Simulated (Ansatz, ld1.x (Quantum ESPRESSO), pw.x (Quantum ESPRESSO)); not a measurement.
Ag: one change to the TM potential, in the atom and in the fcc crystal

Ag (Z = 47), norm-conserving Troullier–Martins (Kleinman–Bylander form), made with ld1.x (Quantum ESPRESSO) 7.5 (LDA (PW92), scalar-relativistic). Core [Kr], reference 4d10 5s1 5p0. Waves: 5s (bound): rc 2.50 bohr; 4d (bound): rc 1.20 bohr; 4f channel at 0.15 Ry: rc 2.80 bohr; 5p (bound, empty): rc 3.05 bohr. Local part: the p channel. Core correction: none.

Change: reference 4d8 5s0 5p0.

Cutoffs, loose and tight: the cutoffs (Ry, on a coarse ladder) from which the occupation-weighted sum of valence levels, in a spherical-Bessel basis at the reference potential, stays within 10 and 1 mRy of its value at 400 Ry. They do not see the model core or the augmentation charge, which bear on the density cutoff. Test errors are all-electron minus pseudo excitation energies from the reference, over the configurations 4d10 5s0 5p0; 4d9 5s0 5p0; 4d8 5s0 5p0; 4d7 5s0 5p0; 4d9 5s1 5p1; 4d9 5s1 5p0; 4d10 5s0.5 5p0 (two spin-polarised tests are not counted in the largest error); variants that change the core or the reference have their own tests.

Crystal test: fcc Ag in pw.x 7.5, no spin, 14³ k-points, Fermi–Dirac smearing 0.01 Ry, cutoffs set for each file from its atomic test. The reference is all-electron LAPW (Ansatz 0.2.0) with the same functional, mesh and smearing; V0 and B0 come from Birch–Murnaghan fits to the pressures at five volumes. Errors are pseudo minus all-electron; Δ is the rms difference of the E(V) curves that follow from these fits, minima aligned, over ±6 % about the mean V0. Mesh and smearing are coarse, so the numbers serve the comparison and aren't converged zero-temperature values; the lattice is a test structure that the element need not adopt.

All-electron: a0 = 4.002 Å (V0 = 16.02 Å³/atom), B0 = 138.7 GPa.

Problem. Does the change bring the crystal closer to the all-electron result?

Solution. The mean pressure error goes from +5.68 to -6.97 GPa, so the change moves the solid further from the all-electron pressures.

```csv
quantity,base,changed
outcome (atom),generated,generated
"cutoff, loose (atom)",80 Ry,80 Ry
"cutoff, tight (atom)",100 Ry,100 Ry
bound ghosts (atom),none,none
largest test error (meV) (atom),-1963 over the solved tests; 1 of 9 tests not solved or not reliable,-839 over the solved tests; 1 of 9 tests not solved or not reliable
cutoffs in pw.x (Ry),120/480,120/480
a0 (Å),4.055,–
a0 error (%),+1.34,–
B0 error (%),-6.1,–
Δ (meV/atom),19.2,–
mean pressure error (GPa),+5.68,-6.97
```

A dash: not determined, or the minimum lies outside the volumes sampled.

Base: The largest radius (3.05 bohr) exceeds half the bond length (2.68 bohr), so the spheres overlap, which is one possible source of error among others. This is a poor potential for the solid. Atomic configuration tests: 1 of 9 tests not solved or not reliable. Changed file: The largest radius (3.05 bohr) exceeds half the bond length (2.68 bohr), so the spheres overlap, which is one possible source of error among others. This is a poor potential for the solid. Atomic configuration tests: 1 of 9 tests not solved or not reliable. The atomic cutoffs weigh occupied waves only.
